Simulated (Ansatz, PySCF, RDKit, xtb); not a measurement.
# Which structure has the formula [BNH3]+?

Given the formula [BNH3]+ (charge +1) and nothing else, which arrangement of the atoms is the most stable in the gas at 298.15 K, and what are its properties?

Plan: many cheap relaxations first (GFN2-xTB), then density-functional screening, relaxation at PBE-D3(BJ)/def2-SVP, vibrations and a final energy. The numbers are computed, not measured.

7 further runs of the same task are left out: 7 set aside as unsound or not needed.

### 1 Possible bonding patterns

A program enumerates the bonding patterns with one Lewis structure each (two rings at most, one unusual centre or charged pair), with their diastereomers. O–O, O–halogen and N–halogen bonds and N–N–N chains are not drawn. That gives 3 candidates.

```tsv
label	SMILES	spin
c043	[B][NH3+]	singlet
c171	B=[NH2+]	singlet
c885	[B][NH3+]	triplet
```

Candidates are built by distance geometry, with a force field where one applies, in up to four conformers (letters a to d). 10 starts with atoms placed at random are added, to find patterns that the rules miss.

**Question.** With final energies at CCSD(T)/def2-TZVPP, which structure will this search put lowest in free energy, and by what margin?

| quantity | value |
| --- | --- |
| lowest structure found | B=[NH2+], singlet, C2v |
| next finalist | [B][NH3+], singlet, 50.3 kcal/mol higher in G |
| share at equilibrium, among the finalists | 100.0 % |
| harmonic wavenumbers, lowest and highest (PBE-D3(BJ)/def2-SVP) | 519 and 3449 cm⁻¹ |
| rotational constants, same geometry | 11.18, 0.9837, 0.9042 cm⁻¹ |
| HOMO energy (PBE0/def2-TZVPD) | -16.85 eV |
| LUMO energy (PBE0/def2-TZVPD) | -8.80 eV |
| HOMO–LUMO gap (PBE0/def2-TZVPD) | 8.05 eV |
| lowest excitation (TD-B3LYP/def2-SVPD) | 5.67 eV (f = 0.000) |
| strongest of the states computed, same level | 11.92 eV (f = 0.293) |
| lowest triplet excitation, same level, Tamm-Dancoff | 5.37 eV |
| vertical ionisation energy | 19.81 eV |
| vertical recombination energy (electron added) | 6.41 eV |
| vertical triplet less singlet | +5.33 eV |

The search ends on `B=[NH2+]`. The margin of 50.3 kcal/mol over the next finalist is beyond the usual error of the last level; it says nothing of structures that weren't ranked. PBE-D3(BJ)/def2-SVP, HF/def2-TZVPP and MP2/def2-TZVPP already put its bonding pattern lowest among the structures in one piece. A large T1 diagnostic among the finalists warns that one reference determinant may not suffice. It concerns: the finalist [NH][B]1[H][H]1 ‡ (singlet). The search is not exhaustive (a finite list of starts, one conformer a finalist), so a lower isomer can't be ruled out.

‡ marks the bonded skeleton alone, with all bonds drawn single: no Lewis structure was assigned that passes a check against the bond lengths.
